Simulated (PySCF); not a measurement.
Compound: C3H4FO2 (charge +1).
SMILES with atom numbers: `[CH3:1][O:2][C@H:3]([F:4])[C:5]#[O+:6]` (hydrogens: H7, H8, H9 on C1; H10 on C3)
Bond orders are those of one Lewis drawing.

Computed by this run: PBE0-D3(BJ)/def2-SVP geometry optimisation, gas phase in PySCF 2.14.0; density fitting, grid level 1; the optimiser is geomeTRIC in internal coordinates, started from a GFN2-xTB structure with every atom displaced at random (about 0.01 Å).

Step 0: E = -9958.8024 eV
```
atom  x, y, z in Å  |  force x, y, z in eV/Å
C1     -1.3148   -0.4505    0.3753   -1.103   1.527  -0.036
O2     -0.3534    0.0470   -0.5566    0.874   0.562   0.178
C3      0.7530    0.6628   -0.0620   -0.898   1.102   1.202
F4      0.8986    1.9652   -0.3684   -0.152  -1.017  -0.163
C5      1.7229   -0.1853   -0.8038   -0.526   1.097   0.528
O6      2.1865   -0.9806   -1.4043    1.413  -1.597  -1.188
H7     -0.9466   -1.2443    0.9886    0.600  -0.875   0.514
H8     -1.6763    0.3974    0.9957    0.125  -0.324  -0.112
H9     -2.1422   -0.7897   -0.2410   -0.241  -0.250  -0.150
H10     0.9263    0.5617    1.0559   -0.091  -0.226  -0.773
```

Step 1: E = -9959.0094 eV
```
atom  x, y, z in Å  |  force x, y, z in eV/Å
C1     -1.3893   -0.4052    0.4059    0.127  -0.257   0.170
O2     -0.3980    0.0707   -0.5308    0.077  -0.013  -0.084
C3      0.7173    0.6198   -0.0750   -0.232   0.359   0.338
F4      0.8846    1.8914   -0.4164    0.015   0.032   0.019
C5      1.8113   -0.1688   -0.8355    0.014  -0.553  -0.454
O6      2.4031   -0.9105   -1.4196    0.156   0.193   0.107
H7     -0.9740   -1.2343    1.0089   -0.108   0.137  -0.121
H8     -1.7231    0.4188    1.0475   -0.013   0.098   0.017
H9     -2.2199   -0.7672   -0.2084    0.015  -0.005  -0.009
H10     0.9419    0.4689    1.0028   -0.052   0.009   0.015
```

Step 2: E = -9959.0262 eV
```
atom  x, y, z in Å  |  force x, y, z in eV/Å
C1     -1.3903   -0.4033    0.4111   -0.033   0.019   0.055
O2     -0.3986    0.0607   -0.5324    0.040  -0.053  -0.050
C3      0.7126    0.6118   -0.0726   -0.152   0.256   0.185
F4      0.8794    1.8868   -0.4035    0.026  -0.080   0.014
C5      1.8115   -0.1791   -0.8530    0.010  -0.257  -0.196
O6      2.4372   -0.8931   -1.4351    0.081   0.127   0.053
H7     -0.9856   -1.2217    1.0251    0.010   0.011  -0.025
H8     -1.7224    0.4381    1.0355   -0.012  -0.013  -0.015
H9     -2.2192   -0.7712   -0.2016   -0.008   0.000   0.006
H10     0.9294    0.4546    1.0059    0.039  -0.010  -0.027
```

**Question.** Estimate the geometry and energy of step 3. (The exact step hangs on the optimiser's Hessian estimate; all steps are aligned on step 2, rigid shifts and turns removed.)

**Answer.** E = -9959.0367 eV, largest force 0.152 eV/Å
```
atom  x, y, z in Å  |  force x, y, z in eV/Å
C1     -1.4055   -0.3946    0.4192   -0.069   0.127  -0.046
O2     -0.3998    0.0351   -0.5289    0.056   0.002   0.063
C3      0.7087    0.5902   -0.0665   -0.066  -0.015  -0.086
F4      0.8755    1.8659   -0.3853   -0.003   0.000   0.011
C5      1.8190   -0.1854   -0.8789   -0.016  -0.018   0.037
O6      2.4960   -0.8459   -1.4652    0.023   0.032  -0.013
H7     -1.0090   -1.1899    1.0623    0.048  -0.058   0.054
H8     -1.7456    0.4704    1.0068    0.002  -0.040  -0.010
H9     -2.2284   -0.7826   -0.1894    0.001   0.001  -0.004
H10     0.9430    0.4203    1.0054    0.023  -0.030  -0.005
```

The energy changes by -0.0104 eV. The first-order estimate −F·Δx gives -0.0167 eV and the mean of the old and new forces, exact on a quadratic surface, -0.0102 eV. The step makes an angle of 76° with the force vector and moves no atom by more than 0.081 Å.

The cost below is that of the whole optimisation. On Arm Neoverse V2, one thread, no GPU (shared host), this took 32 s and 0.42 GiB of memory at its peak.
